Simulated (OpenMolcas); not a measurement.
# How methods differ on B2 (SMILES B#B)

B2 has 2 atoms, charge 0, and is taken as a triplet. As SMILES, `B#B`. Geometry: relaxed at GFN2-xTB.

```xyz
2

B     0.0000    0.0000    0.0000
B     0.0000    0.0000    1.4051
```

Each level gives the vertical energy of the singlet above the triplet (eV). The values are calculated.

| level | kind | program | value (eV) | less FCI/pcseg-0 |
| --- | --- | --- | --- | --- |
| CASPT2(4,4)/pcseg-0 | multireference | OpenMolcas | 0.97 | +0.21 |
| CASSCF(4,4)/pcseg-0 | multireference | OpenMolcas | 0.67 | -0.09 |
| MRCI(4,4)/pcseg-0 | multireference | OpenMolcas | 0.82 | +0.06 |
| FCI/3-21G | exact in the basis | OpenMolcas | 0.81 | +0.05 |
| FCI/pcseg-0 | exact in the basis | OpenMolcas | 0.76 | 0.00 |

FCI/pcseg-0 is exact within its basis and frozen core, so for wave-function methods in that basis the difference is their error. The values span 0.67 to 0.97 eV. All rows use very small basis sets, so even the best lies far from the true value.
